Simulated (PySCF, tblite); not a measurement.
# [MoOF5]2-: geometry, infrared bands

Aim: predict the infrared bands of [MoOF5]2- (`[O]=[Mo@OH21-2]([F])([F])([F])([F])[F]`).

Programs: tblite 0.8.0 and PySCF 2.14.0. Each step states its level of theory. These are calculated values for one molecule in the gas phase, unless marked as measured. Atoms count from 0, in the outputs and in this text.

### Step 1. The molecule as given

7 atoms, charge -2, multiplicity 2; geometry from: force field or distance geometry start.

Bonds of the start (Å): O0–Mo1 1.81, Mo1–F2 1.99, Mo1–F3 1.98, Mo1–F4 1.97, Mo1–F5 1.98, Mo1–F6 1.97.

### Step 2. Optimising the geometry with GFN2-xTB

Job settings and geometry (Å):

```
{"job": {"kind": "relax", "xc": "GFN2-xTB", "basis": "xTB"}, "charge": -2, "multiplicity": 2}
O     -0.668100    -1.663800     0.343500
Mo    -0.014300    -0.017700    -0.006900
F      1.818500    -0.782400    -0.071000
F      0.719700     1.778000    -0.379400
F     -1.829200     0.732700     0.087400
F      0.199200     0.293300     1.934200
F     -0.222300    -0.335200    -1.935000
```

Started as:

```
OMP_NUM_THREADS=1 python heavy_run.py task.json out
```

This one command runs all jobs of the session in turn.

**Question.** This job is followed by: GFN2-xTB harmonic vibrations, gas phase; PBE0-D3(BJ)/def2-SVP geometry optimisation, gas phase. Predict these results of the whole session: strongest single infrared mode (GFN2-xTB); zero-point energy (GFN2-xTB); point group; rotational constants (main isotopes).

**Answer**, as computed:

```
                                 quantity                 value
strongest single infrared mode (GFN2-xTB)  342 cm⁻¹, 321 km/mol
             zero-point energy (GFN2-xTB)          6.1 kcal/mol
                              point group                   C4v
     rotational constants (main isotopes)  1.89, 1.89, 1.73 GHz
```

What this shows: Over 18 steps the energy fell by 0.754 eV; of the close pairs, O0–Mo1 changed most, 1.806 to 1.642 Å (GFN2-xTB). No mode is imaginary among the 15: a minimum at this level. Unscaled tight-binding wavenumbers are off by several per cent, some by more. Its intensities can rank the bands wrongly. The optimisation took 8 steps and gained 0.455 eV; among the close pairs (by a distance rule), Mo1–F3 changed most, from 1.881 to 1.998 Å (PBE0/def2-SVP).

A small anion of this charge may not be bound in the gas phase; the finite basis can hold electrons that would leave.
